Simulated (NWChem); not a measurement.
Li$_{2}$; SMILES [Li][Li]

All runs: NWChem. Pople sets run with spherical d functions. STO-3G and 3-21G are far too small for this property and stand as cheap habits. Coordinates come from a PBE0/def2-SVP optimisation. Vertical excitations in the gas phase; the lowest state need not have the same character in each row.

```csv
level,basis functions,"lowest excitation, singlet (eV)",oscillator strength of that lowest state,orbital gap (eV)
"PBE0/3-21G, TDA",18,2.10,0.690,2.40
"PBE0/6-31G*, TDA",28,2.21,0.750,2.43
"PBE0/6-31+G*, TDA",36,2.16,0.718,2.40
"PBE0/def2-SVP, TDA",18,2.04,0.675,2.38
"PBE0/def2-SVPD, TDA",24,2.03,0.641,2.39
"PBE0/def2-TZVP, TDA",28,2.20,0.706,2.46
"PBE0/aug-cc-pVDZ, TDA",46,2.11,0.692,2.39
"PBE0/def2-TZVPD, TDA",34,2.15,0.690,2.43
```
